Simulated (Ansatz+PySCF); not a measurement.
A calculation with Ansatz (development build ahead of 0.2.0).

```yaml
crystal:
  periodic: [false, false, false]
  atoms:
    - { symbol: Na, position_ang: [-2.36, 0.0, 0.0] }
    - { symbol: Li, position_ang: [2.36, 0.0, 0.0] }
basis:
  gaussian: { orbitals: cc-pCVTZ }
magnetization:
  initial_magnetization: 2
hamiltonian:
  xc: hf
correlation:
  method: ccsd_t
  frozen_orbitals: { Li: 0, Na: 1 }
```

The input is written out in the form of the current development build from the run's settings. Correlation on restricted open-shell orbitals is semicanonical, with singles.

The run gave:

```yaml
Converged: yes
Reference_energy: -169.28972 hartree
CCSD_correlation_energy: -0.31314 hartree
Triples_correction: -0.00328 hartree
Total_energy: -169.60614 hartree
Spin_squared_of_the_determinant: 2.000
```
